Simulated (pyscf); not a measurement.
`[O]=[C]1[C]=[CH]1` [doublet] + `[H][H]` → `[O]=[C]1[CH]=[CH]1` + `[H]` [doublet] (hydrogen abstraction; doublet surface; H–H broken, C–H formed). Structures and frequencies: ωB97X-D3(BJ)/def2-SVP in PySCF. Energies in kcal/mol from the separated reactants.

```tsv
level	barrier	reaction energy
ωB97X-D3(BJ)/def2-TZVP	16.4	+4.3
PBE/def2-TZVP	(withheld)	(withheld)
r²SCAN/def2-TZVP	(withheld)	+9.7
PBE0-D3(BJ)/def2-TZVP	11.2	+3.5
ωB97M-D3(BJ)/def2-TZVP	16.7	+4.9
HF/def2-TZVP	21.9	-5.3
```

What belongs in the gaps?


- PBE/def2-TZVP, barrier: 9.5
- PBE/def2-TZVP, reaction energy: +7.6
- r²SCAN/def2-TZVP, barrier: 11.6

The functionals in the table span 7.2 kcal/mol in this barrier, from PBE to ωB97M-D3(BJ)/def2-TZVP. This is the saddle that the search found; another between the same sides may lie lower. The angle at the transferred H is 172°.
